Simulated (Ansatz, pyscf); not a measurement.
HN=Si: [singlet] + NH₃ → H₂N–Si:–NH₂ [singlet], an addition across a multiple bond or ene-type step on the singlet surface: H–N broken, H–N, N–Si formed. Optimised with ωB97X-D3(BJ)/def2-SVP in PySCF. Wave-function energies: Ansatz (a quantum-chemistry and plane-wave program), frozen core, RHF or UHF references. In kcal/mol, from the separated reactants.

```json
[
 {"level": "ωB97M-D3(BJ)/def2-TZVP", "barrier": "6.61", "reaction energy": "-39.69"},
 {"level": "B3LYP-D3(BJ)/def2-TZVP", "barrier": "5.87", "reaction energy": "-39.32"},
 {"level": "CCSD(T)/cc-pV(D+d)Z", "barrier": "10.74", "reaction energy": "-29.76"},
 {"level": "CCSDT(Q)/cc-pV(D+d)Z", "barrier": "(withheld)", "reaction energy": "(withheld)"},
 {"level": "CCSD(T)/cc-pV(T+d)Z", "barrier": "8.27", "reaction energy": "-36.50"},
 {"level": "CCSD(T)/cc-pV(Q+d)Z", "barrier": "(withheld)", "reaction energy": "-37.68"}
]
```

### Question
Fill in the missing entries.

### Answer

- CCSDT(Q)/cc-pV(D+d)Z, barrier: 10.76
- CCSDT(Q)/cc-pV(D+d)Z, reaction energy: -29.35
- CCSD(T)/cc-pV(Q+d)Z, barrier: 8.03

In cc-pV(D+d)Z, going from CCSD(T) to CCSDT(Q) shifts the barrier by +0.02 and the reaction energy by +0.41 kcal/mol. With HF in the quadruple-zeta basis and the correlation energy extrapolated as X⁻³ from X = 3, 4, CCSD(T) gives 7.46 and -38.59; adding the double-zeta shift gives ΔE‡ = 7.48 and ΔE = -38.19 kcal/mol, without core correlation, relativity or geometry relaxation at these levels. On the reactant side the descent ends in an adduct with a N–Si contact, 5.78 kcal/mol under the separated species and 10.25 kcal/mol under the saddle at ωB97X-D3(BJ)/def2-TZVP. What is counted as formed (N–Si) is already present as a longer contact in the reactant adduct; forming that adduct is a step of its own. At ωB97X-D3(BJ) the barrier from the zero used here is 4.47 kcal/mol. This is the saddle that the search found; another between the same sides may lie lower. The CCSD(T) − MP2 part came from Ansatz, without density fitting, on the same reference.
